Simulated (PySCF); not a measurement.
Relaxed structures of Si2H4S, singlet (PBE0-D4/def2-TZVP; forces vanish, vibrations not checked; lower isomers may exist, and structures with a doubtful reference or unclear bonds are left out; Å). Program: PySCF 2.14 with density fitting (its default auxiliary sets; JK sets also for MP2 and CCSD(T)). Basis: def2-TZVPP. Cores are frozen in the correlated methods.

Problem. Rank them by CCSD(T) energy, lowest first, and give each one's height above the lowest. Links in brackets join atoms within 1.22 times the sum of their covalent radii (1.1 for two metals). (An estimate is asked for; the value comes from the calculation.)
A.
Si₂H₄S ([SiH2][SiH][SH])
```
7
angstrom
Si -0.5511 0.4989 -0.3778
Si 0.6600 -0.9664 0.6988
S 1.6852 -0.5136 2.4983
H -1.4609 -0.1883 -1.3370
H 2.8108 -1.1678 2.1651
H -1.3140 1.4049 0.5241
H 1.4062 -2.0148 -0.0426
```
B.
Si₂H₄S ([SiH][SiH][SH2])
```
7
angstrom
Si 1.5699 -1.4317 1.6003
Si 0.8392 -0.5309 -0.2481
S -1.0610 0.6666 0.0112
H -1.9244 0.2919 -0.9637
H -0.8734 1.8736 -0.5754
H 0.3205 -0.7541 2.1740
H 1.0858 -0.3375 -1.7058
```
C.
Si₂H₄S ([SiH3][SiH][S])
```
7
angstrom
Si -0.8406 0.5362 -0.2930
Si 1.0543 -0.6974 0.3217
S 1.8917 -0.6466 2.0794
H -1.8828 -0.4001 -0.7942
H -0.4653 1.4633 -1.3946
H -1.3392 1.2942 0.8785
H 1.5762 -1.5449 -0.7914
```
D.
Si₂H₄S ([SiH]1[SiH2][SH]1)
```
7
angstrom
Si -0.8031 0.1517 -0.9198
Si 0.6953 -0.7726 0.5851
S 0.0534 1.5423 0.6215
H -2.2729 0.1896 -0.6915
H -0.5113 0.8054 -2.2226
H -0.9652 1.4392 1.4934
H 1.7597 -0.2834 -0.3938
```

Solution. By the calculation: C (0.0 kJ/mol), D (68.8 kJ/mol), A (91.5 kJ/mol), B (281.3 kJ/mol). Heights count from the lowest.

T1 diagnostic: at most 0.021. The restricted Hartree–Fock reference is unstable towards an unrestricted one at one or more of these structures. A large double-excitation amplitude points to some diradical character; no triplet was computed.

For scale, one of the runs: CCSD(T)/def2-TZVPP, 182 basis functions, launched by `OMP_NUM_THREADS=2 python run.py`. Time: 2.4 min of wall clock on 2 CPU threads of a Oxide Virtual Turin-like; the host was shared. Peak host memory: 1.4 GiB.
